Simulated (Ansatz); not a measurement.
A nudged elastic band was laid between two geometries of AlH3O + H4Si (10 atoms, charge 0, multiplicity 1).

Computed with Ansatz, RKS PBE0/def2-SVPD.

* movable images: 6
* climbing image: no
* spring: 5.0 eV/Å²
* optimiser: quadratic models (default)
* start path: through a guess of the saddle point
* force threshold: 0.03 eV/Å
* iteration limit: 60
* end points: relaxed

First end point:

```xyz
10
Properties=species:S:1:pos:R:3
Si 0.109 0.095 -0.150
H 0.490 -0.331 1.222
H 1.266 -0.041 -1.082
H -0.456 1.465 -0.201
H -0.918 -0.888 -0.681
O -2.538 0.002 1.440
Al -2.870 -0.956 0.027
H -2.852 -2.540 0.146
H -3.458 -0.160 -1.207
H -2.342 -0.384 2.294
```

Last end point:

```xyz
10
Properties=species:S:1:pos:R:3
Si -0.180 0.006 -0.744
H -0.668 0.561 2.983
H 0.926 -0.674 -0.005
H -0.109 1.476 -0.494
H -0.015 -0.246 -2.208
O -1.637 -0.576 -0.218
Al -3.157 -1.323 -0.028
H -3.704 -2.232 -1.205
H -3.927 -1.060 1.330
H -1.097 0.330 2.399
```

Q: Which bonds break or form, and what moves?

A: Bonds broken: Si1–H2, O6–H10. Bonds formed: Si1–O6, H2–H10. AlH3O + H4Si becomes AlH5OSi + H2.

Q: Give the energies along the band, and the barrier.

A: It converged. The highest image is number 3 of 0 to 7, 18.7 kcal/mol above the first end and 27.2 kcal/mol above the last; the last end lies 8.5 kcal/mol below the first. No image climbed, so the highest image needn't sit at the top of the path. The orbitals stay closed-shell, which can raise the energy where a bond breaks towards radicals; this wasn't checked here.

```json
{"image": "0", "path coordinate (Å)": "0.00", "energy (kcal/mol)": "0.0", "Si1–H2 (Å)": "1.49", "O6–H10 (Å)": "0.96", "Si1–O6 (Å)": "3.09"}
{"image": "1", "path coordinate (Å)": "1.23", "energy (kcal/mol)": "2.5", "Si1–H2 (Å)": "1.49", "O6–H10 (Å)": "0.96", "Si1–O6 (Å)": "3.32"}
{"image": "2", "path coordinate (Å)": "2.47", "energy (kcal/mol)": "3.4", "Si1–H2 (Å)": "1.49", "O6–H10 (Å)": "0.96", "Si1–O6 (Å)": "3.38"}
{"image": "3", "path coordinate (Å)": "3.70", "energy (kcal/mol)": "18.7", "Si1–H2 (Å)": "1.54", "O6–H10 (Å)": "0.97", "Si1–O6 (Å)": "2.40"}
{"image": "4", "path coordinate (Å)": "4.94", "energy (kcal/mol)": "18.3", "Si1–H2 (Å)": "2.19", "O6–H10 (Å)": "1.76", "Si1–O6 (Å)": "1.73"}
{"image": "5", "path coordinate (Å)": "6.17", "energy (kcal/mol)": "-6.3", "Si1–H2 (Å)": "3.21", "O6–H10 (Å)": "2.42", "Si1–O6 (Å)": "1.66"}
{"image": "6", "path coordinate (Å)": "7.41", "energy (kcal/mol)": "-8.3", "Si1–H2 (Å)": "3.83", "O6–H10 (Å)": "2.89", "Si1–O6 (Å)": "1.65"}
{"image": "7", "path coordinate (Å)": "8.64", "energy (kcal/mol)": "-8.5", "Si1–H2 (Å)": "3.80", "O6–H10 (Å)": "2.82", "Si1–O6 (Å)": "1.65"}
```

Q: What is the geometry of the highest image?

A: 
```xyz
10
Properties=species:S:1:pos:R:3:forces:R:3
Si 0.147 0.050 0.008 0.51 0.03 0.29
H -0.006 -0.045 1.541 0.23 -0.08 -0.54
H 1.616 -0.119 0.031 0.57 0.10 -0.36
H -0.176 1.404 -0.530 0.01 -0.05 0.15
H -0.321 -0.999 -0.965 -0.06 0.01 0.40
O -2.134 -0.059 0.739 -0.35 0.11 0.51
Al -3.356 -1.043 0.028 -0.11 -0.02 0.10
H -3.037 -2.514 -0.464 0.03 0.03 0.01
H -4.761 -0.340 -0.092 -0.08 -0.02 -0.09
H -1.541 -0.072 1.512 -0.76 -0.12 -0.47
```

The band took 35 iterations and of the order of 16 core-minutes.

The run took 4.3 min on 4 threads of Arm Neoverse V2, with other jobs on the host, peak memory 0.3 GiB.
